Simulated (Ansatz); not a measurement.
Frontier orbitals of `C=C/C=C/O`.

Charge 0, multiplicity 1. The geometry is a stationary point of PBE0-D4/def2-TZVP. It is one conformer, not always the lowest. Basis def2-TZVPP, Ansatz.

Orbital energies of one run (eV). Highest occupied ones, from the top: -8.17, -11.33, -12.30, -12.80, -13.89, -14.13, -14.55, -16.18, -17.71, -18.69, -19.93, -23.39, -25.53, -32.70. Empty: 1.85, 2.72, 3.91, 4.09, 4.38, 5.02.

Problem. Which functional gave them?
A. BLYP
B. BHLYP
C. PBE
D. ωB97X-V

Solution. D. HOMO energies: ωB97X-V -8.17, PBE -5.00, BHLYP -6.90, BLYP -4.85 eV.
